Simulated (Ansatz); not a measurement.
# How far each method lies from full CI for HCl, singlet

Geometry: MP2(full)/6-31G*, from the G2/97 set.

```xyz
2

Cl    0.0000    0.0000    0.0000
H     0.0000    0.0000    1.2800
```

Basis cc-pV(D+d)Z; Ansatz 0.2.0. Only valence electrons are correlated (noble-gas cores frozen), which leaves 8 electrons in 23 orbitals. Prefix R: restricted or restricted open-shell reference. Active spaces: valence = (8e, 5o) chosen from the atoms' valence shells.

Full CI is exact within this basis and frozen core; it isn't the basis-set limit.

* UHF ⟨S²⟩: 0.000
* T1 diagnostic (RCCSD): 0.0051
* largest doubles amplitude (RCCSD): 0.047

```
   level  E − E(RHF) (eV)
    RMP2          -4.0584
   RCCSD          -4.5462
RCCSD(T)          -4.6217
```

(1) Estimate how far full CI in cc-pV(D+d)Z lies from RCCSD(T). The table doesn't fix it; the size of (T) and the diagnostics are the guide.

(1) Full CI in cc-pV(D+d)Z lies 1.5 kJ/mol below RCCSD(T), which is 21 % of the (T) step (-7.3 kJ/mol). The diagnostics are small and one determinant leads, so the series closes fast and only a small part of (T) is left.

The other levels:

```csv
level,E − E(full CI) (kJ/mol),share of correlation (%),wall time
CISD,26.5,94.07,0.49 s
BCCD(T),1.5,99.66,0.27 s
RCCSDT,0.8,99.83,–
CISDTQ,0.7,99.85,1.7 s
RCCSDT(Q),0.1,99.98,0.73 s
RCCSDTQ,0.0,99.99,6 s
CASSCF (valence space),401.7,10.22,–
NEVPT2 (valence space),89.0,80.10,0.28 s
MRCISD (valence space),21.2,95.27,–
MRCISD+Q (valence space),-0.4,100.09,0.48 s
```

The correlation energy at full CI, counted from RHF, is -4.637 eV. That run took 1.9 s on 2 threads of AMD EPYC 7R13 with a shared H100 80 GB, shared host over 19,608,325 determinants.

Times hold each run's SCF and search for its determinant on a shared host, so for small cases they say little of a method's own cost; they ran on 1 thread of AMD EPYC 7R13.

The full-CI state has the irrep A1 of C2v, in the program's axes (one component, if the state is degenerate).

Natural occupations of full CI about the gap: 1.981 1.960 1.960 1.953 0.037 0.016 0.016 0.016 0.016 0.011; effectively unpaired electrons, Σ n²(2−n)², 0.03.

Atomization energy (electronic, same basis, no zero-point term; atoms at the same level, unrestricted beside the R rows where the molecule is a closed shell, with restricted open-shell steps beyond CCSDT(Q)) at full CI: 415.5 kJ/mol. Errors of other levels:

```csv
level,error (kJ/mol)
RHF,-98.1
RMP2,-2.1
CISD,-10.2
RCCSD,-3.8
RCCSD(T),-0.4
BCCD(T),-0.4
RCCSDT,-0.3
CISDTQ,-0.4
RCCSDT(Q),0.0
RCCSDTQ,0.0
CASSCF (valence space),-41.4
NEVPT2 (valence space),0.7
MRCISD (valence space),-4.2
MRCISD+Q (valence space),-1.3
```

This basis is far from its limit, so the value isn't to be set against a measured one. Truncated CI isn't size-consistent, which counts against it in atomization.
